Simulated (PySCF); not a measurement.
Species: C5H12P (charge +1).
Atom-mapped SMILES: `[CH3:1]/[CH:2]=[CH:3]/[PH2+:4][CH2:5][CH3:6]` (hydrogens: H7, H8, H9 on C1; H10 on C2; H11 on C3; H12, H13 on P4; H14, H15 on C5; H16, H17, H18 on C6)

Method: PBE0-D3(BJ)/def2-SVP geometry optimisation, gas phase (PySCF).

Problem. List the bond lengths, angles and torsions at this level.

Solution. 
| bond | length (Å) |
| --- | --- |
| C1–C2 | 1.480 |
| C2=C3 | 1.346 |
| C3–P4 | 1.767 |
| P4–C5 | 1.809 |
| C5–C6 | 1.524 |
| C1–H7, C1–H8, C1–H9 | 1.101 |
| C2–H10 | 1.099 |
| C3–H11 | 1.096 |
| P4–H12, P4–H13 | 1.412 |
| C5–H14, C5–H15 | 1.103 |
| C6–H16, C6–H17, C6–H18 | 1.100 |

Bonds in one row agree within 0.01 Å and their mean is given. A selection of angles:
| angle | degrees |
| --- | --- |
| C2–C1–H7 | 112.8 |
| C2–C1–H8 | 110.0 |
| H7–C1–H8 | 109.3 |
| H8–C1–H9 | 105.9 |
| C1–C2–C3 | 124.9 |
| C1–C2–H10 | 115.9 |
| C3–C2–H10 | 119.2 |
| C2–C3–P4 | 121.9 |
| C2–C3–H11 | 121.7 |
| P4–C3–H11 | 116.4 |
| C3–P4–C5 | 114.8 |
| C3–P4–H12 | 111.3 |
| C3–P4–H13 | 108.4 |
| C5–P4–H12 | 107.7 |
| C5–P4–H13 | 109.5 |
| H12–P4–H13 | 104.7 |
| P4–C5–C6 | 113.3 |
| P4–C5–H14 | 105.9 |
| C6–C5–H14 | 112.0 |
| C6–C5–H15 | 112.5 |
| H14–C5–H15 | 106.8 |
| C5–C6–H16 | 112.0 |
| C5–C6–H17 | 109.1 |
| H16–C6–H17 | 107.4 |
| H16–C6–H18 | 108.6 |

Torsions: C1–C2–C3–P4 180° (antiperiplanar); C2–C3–P4–C5 -121° (anticlinal); C3–P4–C5–C6 -178° (antiperiplanar). The mirror-image conformer, all signs reversed, is as good.

The C–P distances run from 1.767 Å (C3–P4, drawn single) to 1.809 Å (P4–C5, drawn single), a spread of 0.042 Å. The C–C distances run from 1.346 Å (C2=C3, drawn double) to 1.524 Å (C5–C6, drawn single), a spread of 0.178 Å. C2 (alkene CH carbon) is planar (angles 124.9°, 119.2° and 115.9°, sum 360.0°, 0.00 Å off the plane of its three neighbours). Of the pairs four or more bonds apart, H7···H11 is among the closest relative to their van der Waals radii: 2.49 Å, 104 % of the sum of Bondi's values. C3 (alkene CH carbon) is planar (angles 121.9°, 121.7° and 116.4°, sum 360.0°, 0.00 Å off the plane of its three neighbours). P4 (phosphonium phosphorus) is distorted tetrahedral (angles from 104.7° to 114.8°).

Point group: C1 (no symmetry element, even within 0.4 Å). Whether it is a minimum is left open (no frequencies).
